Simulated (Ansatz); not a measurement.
**BS (doublet): from Hartree-Fock to the top rungs at distance B1–S2 = 1.608 Å, cc-pVDZ**

Aim: climb from Hartree-Fock through coupled cluster and multireference methods for BS (doublet) at one geometry and basis, and see what each rung misses.

The runs use Ansatz 0.2.0, Gaussian basis; cc-pVDZ, core rule «outside noble gas», up to 6 orbitals frozen.

To be run: UHF; CCSD(T) on ROHF; CCSD(T) on UHF; BCCD(T) on ROHF; CISD; CCSDT(Q) on ROHF; CCSDT(Q) on UHF; CISDTQ; CCSDTQ on ROHF; CCSDTQ on UHF; CASSCF and MRCISD+Q, 3 electrons in 3 orbitals; CASSCF and NEVPT2, 3 electrons in 3 orbitals; CASSCF and MRCISD+Q, 9 electrons in 8 orbitals; CASSCF and NEVPT2, 9 electrons in 8 orbitals; Full CI.

1 further run of the same task is left out (for a known fault of the program).

### 1 The system

The geometry derives from a PBE0/def2-TZVP stationary point (not a proven minimum). One bond is set to the value named and the two fragments are kept rigid.

2 atoms, charge 0, spin multiplicity 2.

Atoms are counted from 1 here; the program's logs count them from 0.

Bond lengths: B1–S2 1.608 Å.

### 2 UHF

in.yaml

```yaml
crystal:
  periodic: [false, false, false]
  atoms:
    - {symbol: B, position_ang: [0.000000, 0.000000, 0.000000]}
    - {symbol: S, position_ang: [0.000000, 0.000000, 1.607700]}
basis:
  gaussian: {orbitals: cc-pVDZ}
magnetization: {spin_polarized: true, initial_magnetization: 1}
hamiltonian: {xc: hf}
output: {orbitals: {seedname: orbitals}}
```

Command:

```sh
> ansatz run in.yaml --threads 1 --pin off --events-out ev --progress --plain --max-ram 3956MiB --backend cpu
```

After this run come: CCSD(T) on ROHF; CCSD(T) on UHF; BCCD(T) on ROHF; CISD; CCSDT(Q) on ROHF; CCSDT(Q) on UHF; CISDTQ; CCSDTQ on ROHF; CCSDTQ on UHF; CASSCF and MRCISD+Q, 3 electrons in 3 orbitals; CASSCF and NEVPT2, 3 electrons in 3 orbitals; CASSCF and MRCISD+Q, 9 electrons in 8 orbitals; CASSCF and NEVPT2, 9 electrons in 8 orbitals; Full CI.

Before running them: what should the planned runs give, taken together? Wanted: FCI below the RHF energy; RMP2 from FCI; UMP2 from FCI; RCCSD from FCI; RCCSD(T) from FCI; UCCSD(T) from FCI; RCCSDT(Q) from FCI; UCCSDT(Q) from FCI; NEVPT2 pair from FCI.

The runs gave:

| quantity | value |
| --- | --- |
| FCI below the RHF energy | -5.8345 eV |
| RMP2 from FCI | +80.1 kJ/mol |
| UMP2 from FCI | +82.3 kJ/mol |
| RCCSD from FCI | +31.7 kJ/mol |
| RCCSD(T) from FCI | +4.6 kJ/mol |
| UCCSD(T) from FCI | +5.3 kJ/mol |
| RCCSDT(Q) from FCI | +0.2 kJ/mol |
| UCCSDT(Q) from FCI | -0.5 kJ/mol |
| NEVPT2 pair from FCI | +71.4 kJ/mol |
| MRCISD+Q pair from FCI | +9.2 kJ/mol |
| NEVPT2 valence from FCI | +73.4 kJ/mol |
| levels within 1 kcal/mol (43 meV) | RCCSDT, UCCSDT, CISDTQ, RCCSDT(Q), UCCSDT(Q), RCCSDTQ, UCCSDTQ, MRCISD+Q valence |
| T1 diagnostic | 0.034 |
| effectively unpaired electrons | 1.13 |

What this shows: RCCSD(T) misses by +4.6 kJ/mol, 0.8 % of the correlation energy. UCCSDT(Q) falls below full CI: unrestricted runs freeze a spin-polarised core, another one than full CI's, and coupled cluster isn't variational. One determinant dominates. Of the multireference levels listed MRCISD+Q valence comes nearest in total energy (+0.5 kJ/mol), which doesn't show that its space is the better one. These misses are within one basis, not against nature; the frozen cores of restricted and unrestricted runs differ, which can shift their rows.
